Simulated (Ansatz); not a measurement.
# LiS+ (quintet): from Hartree-Fock to the top rungs, def2-TZVPP

The task here is to estimate one member of a computed series from the others.

The runs use Ansatz 0.2.0, Gaussian basis; def2-TZVPP, core rule «outside noble gas», up to 6 orbitals frozen.

Plan: UHF; ROHF; CCSD(T) on UHF.

2 further runs of the same task are left out: 2 set aside as unsound or not needed.

## The geometry

The geometry is a PBE0/def2-TZVP stationary point (not a proven minimum) of the parent state, kept for this charge and spin.

2 atoms, charge 1, spin multiplicity 5.

Atoms are counted from 1 here; the program's logs count them from 0.

Bond lengths: S1–Li2 2.449 Å.

Coordinates:

```xyz
2
charge 1, multiplicity 5
S     0.00000    0.00000    0.00000
Li    0.00000    0.00000    2.44890
```

The first run:

in.yaml

```yaml
crystal:
  periodic: [false, false, false]
  atoms:
    - {symbol: S, position_ang: [0.000000, 0.000000, 0.000000]}
    - {symbol: Li, position_ang: [0.000000, 0.000000, 2.448900]}
basis:
  gaussian: {orbitals: def2-TZVPP}
total_charge: 1
magnetization: {spin_polarized: true, initial_magnetization: 4}
hamiltonian: {xc: hf}
output: {orbitals: {seedname: orbitals}}
```

The run is started by

```sh
$ ansatz run in.yaml --threads 1 --pin off --events-out ev --progress --plain --max-ram 4096MiB --backend cpu
```

Steps of the session up to this table: UHF; ROHF; CCSD(T) on UHF.

One of the session's tables, all rows but one given; the rest of the session is left out.

| method | from UCCSD(T) (meV) |
| --- | --- |
| ROHF | ? |
| UHF | +3257.5 |
| UMP2 | +654.7 |
| UCCSD | +110.5 |
| UCCSD(T) | 0 |

Estimate the missing values for ROHF.

As computed: from UCCSD(T) (meV): +3275.3. In the column «from UCCSD(T) (meV)» it is the highest.
